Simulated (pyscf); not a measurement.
## Multi-bond step: O=SiH–OH (SMILES O=[SiH]O) + HF (SMILES F) -> O=Si: (SMILES O=[Si]) [singlet] + H₂O (SMILES O) + HF (SMILES F)

Gas phase, singlet surface, charge 0. Bonds broken: Si2–O3, Si2–H7, H4–F6. Bonds formed: O3–H4, F6–H7. PySCF, gas phase, ωB97X-D3(BJ)/def2-SVP geometries. Correlated levels are frozen-core, on RHF or UHF. ΔMP2 is the change of the MP2 total energy from the triple- to the quadruple-zeta basis.

Transition state (Å):

```xyz
7

O      0.8226     1.4397    -1.5205
Si    -0.2076     0.4159    -1.0549
O      0.1270    -0.3236     0.5866
H     -0.8388    -0.9216     0.6859
H      0.7417    -0.0803     1.2908
F     -1.8921    -1.2983     0.1759
H     -1.5662    -0.6102    -0.7865
```

One imaginary mode, 1554i cm⁻¹; descent along it reached the two sides named, in the forms told below.

```csv
bond,change,reactant side (Å),saddle,product side
Si2–O3,breaks,1.673,1.831,2.221
Si2–H7,breaks,1.471,1.724,2.9
H4–F6,breaks,0.942,1.229,1.924
O3–H4,forms,1.925,1.140,0.973
F6–H7,forms,2.7,1.227,0.930
```

Electronic energies relative to the separated reactants (kcal/mol):

```csv
level,barrier,reaction energy,reverse barrier
ωB97X-D3(BJ)/def2-TZVP,42.0,+37.0,5.0
PBE/def2-TZVP,30.2,+32.7,-2.5
r²SCAN/def2-TZVP,36.1,+38.5,-2.4
B3LYP-D3(BJ)/def2-TZVP,38.4,+33.7,4.6
PBE0-D3(BJ)/def2-TZVP,36.9,+35.8,1.1
M06-2X/def2-TZVP,41.5,+34.5,6.9
ωB97M-D3(BJ)/def2-TZVP,40.7,+31.6,9.0
HF/def2-TZVP,65.4,+34.8,30.6
MP2/def2-QZVPP,45.0,+33.0,12.0
CCSD/def2-TZVPP,48.9,+30.9,18.0
CCSD(T)/def2-TZVPP,45.0,+30.2,14.8
CCSD(T)/def2-TZVPP + ΔMP2(QZVPP),45.2,+30.6,14.6
```

With CCSD(T)/def2-TZVPP + ΔMP2(QZVPP) energies and thermal terms (ideal gas, 1 atm, RRHO with modes under 100 cm⁻¹ raised to 100, one conformer, R ln 2 for chiral ones without a mode under 150 cm⁻¹), in kcal/mol:

```
T (K)   ΔH‡   ΔG‡     ΔH     ΔG
-----  ----  ----  -----  -----
298    43.2  52.7  +30.8  +21.3
600    43.0  62.4  +30.6  +11.7
900    43.3  72.1  +29.8   +2.3
1200   43.7  81.6  +28.8   -6.7
```

On the reactant side the descent ends in a complex (not fully relaxed), 6.0 kcal/mol under the separated species and 48.1 kcal/mol under the saddle at ωB97X-D3(BJ)/def2-TZVP. On the product side the descent ends in a bound adduct, 13.1 kcal/mol under the separated species and 18.1 kcal/mol under the saddle at ωB97X-D3(BJ)/def2-TZVP. At PBE, r²SCAN the saddle lies under the separated products, which points to a path from their complex (located at ωB97X-D3(BJ) alone), and parting the products costs more than the saddle. The same reactants have a lower exit, to O=SiH–F + H₂O (barrier -2.3 kcal/mol at ωB97M-D3(BJ), against +40.7 kcal/mol here). O=SiH–OH lies 9.8 kcal/mol over its isomer HO–Si:–OH [singlet] (electronic energy, ωB97M-D3(BJ)). This is the saddle that the search found; another between the same sides may lie lower. The CCSD(T) − MP2 part came from Ansatz, without density fitting, on the same reference.
